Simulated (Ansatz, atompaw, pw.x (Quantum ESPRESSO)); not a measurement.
What a changed setting does to a pw.x run (fcc Mg)

Potential: PAW, atompaw 4.2.0.5, LDA (PW92); core [Ne], reference 3s2 3p0; waves: 3s (bound): rc 2.50 bohr; 3s channel at 1.2 Ry: rc 2.50 bohr; 3p (bound, empty): rc 2.50 bohr; 3p channel at 0.85 Ry: rc 2.50 bohr; 3d channel at 0.15 Ry: rc 2.50 bohr; local part: ultrasoft scheme with l = 3 at 0 Ry, radius 2.25 bohr; core correction: smooth core density matched at 2.25 bohr; augmentation: besselshape compensation charge, radius 1.72 bohr; PAW radius 2.50 bohr; waves and projectors: custom polynom vanderbiltortho.

The reference run (k-mesh 13³, cutoffs 40/400 Ry, Fermi–Dirac 0.01 Ry, mixing_beta 0.4, conv_thr 1e-9, no spin) gives 0.03 GPa at 21.873 Å³/atom, where all-electron LAPW gives -0.08 GPa. This run, with its own iteration cap, changes ecutrho/ecutwfc to 1, a wrong or extreme entry chosen on purpose.

```
&control
  calculation='scf', prefix='x', pseudo_dir='./', outdir='./tmp', tstress=.true., disk_io='none'
/
&system
  ibrav=0, nat=1, ntyp=1, ecutwfc=40, ecutrho=40, nbnd=8,
  occupations='smearing', smearing='fd', degauss=0.01
/
&electrons
  conv_thr=1e-09, mixing_beta=0.4, electron_maxstep=70
/
ATOMIC_SPECIES
Mg 1.0 Mg.UPF
CELL_PARAMETERS angstrom
  0.00000000 2.21969235 2.21969235
  2.21969235 0.00000000 2.21969235
  2.21969235 2.21969235 0.00000000
ATOMIC_POSITIONS crystal
Mg 0.0000 0.0000 0.0000
K_POINTS automatic
13 13 13 0 0 0
```

```bash
pw.x < Mg.scf.in > Mg.scf.out
```

**Question.** How does the run end?

**Answer.** It stops with "set_cutoff: ecutrho <= ecutwfc?!?".

```
Error in routine set_cutoff (1):
     ecutrho <= ecutwfc?!?
```

The run took about 0.6 s on one core of a shared host (Intel(R) Xeon(R) Platinum 8259CL CPU @ 2.50GHz, 96 threads, 755 GiB, load 35).
